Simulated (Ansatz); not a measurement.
Basis-set extrapolation for C₄H₆O, SMILES `C=C=COC` (PBE0-D4/def2-TZVP geometry, frozen core, Ansatz 0.2.0). Multiplicity 1, RHF reference.

```
                      def2-TZVPP   def2-QZVPP
                 HF  -229.831812  -229.842196
    MP2 correlation    -0.880686    -0.940709
CCSD(T) correlation    -0.956148      not run
```

Energies in hartree. Use E(X) = E(∞) + A·exp(−7.88·√X) for Hartree–Fock and E(X) = E(∞) + B·X^(−2.97) for correlation, with X = 3 and 4, and add CCSD(T) minus MP2 of the smaller set to the MP2 limit.

What is the CCSD(T) energy at the basis-set limit?

HF limit: -229.842196 + (-0.010384) × 0.13774 = -229.84363. MP2 limit: -0.940709 + (-0.060023) × 0.74074 = -0.98517. Higher-order term: -0.956148 − (-0.880686) = -0.07546. Total: -230.90426 hartree, 73.0 kcal/mol below CCSD(T)/def2-TZVPP.
